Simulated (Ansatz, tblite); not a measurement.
Elastic constant C44 (GPa) of solids drawn from the class of alkali halides, at two levels: GFN2-xTB tight binding with its D4 term, in tblite, supercell at the zone centre, Fermi filling at 1000 K (free energies), no spin polarisation (tblite), and PBE (PAW; Ansatz, an electronic-structure program).

```
solid           GFN2-xTB   PBE  shift (%)
--------------  --------  ----  ---------
rock-salt KBr       2.88  5.23        +82
rock-salt KI        5.19  3.76        -28
rock-salt KCl       3.61  6.62        +83
rock-salt LiBr      16.5  19.2      +16.4
rock-salt NaCl      7.56  12.4        +64
rock-salt LiCl      21.1  24.9      +18.0
```

The shifts run from -28 % to +83 %, with a median of +41 %.

Over all 6 rows PBE is the larger in 5.

Spin–orbit coupling is left out, also for the solids with elements from indium on (rock-salt KI); its size isn't shown.

Each level is taken at its own relaxed cell. Caveats: the method was fitted mainly to molecules (GFN2-xTB: rock-salt KBr, rock-salt KI, rock-salt KCl, rock-salt LiBr, rock-salt NaCl, rock-salt LiCl); the run uses a supercell at the zone centre in place of a k mesh (GFN2-xTB: rock-salt KBr, rock-salt KI, rock-salt KCl, rock-salt LiBr, rock-salt NaCl, rock-salt LiCl). Ansatz's density-functional and Hartree–Fock values are scalar-relativistic unless marked +SOC, with PAW data made under PBE.
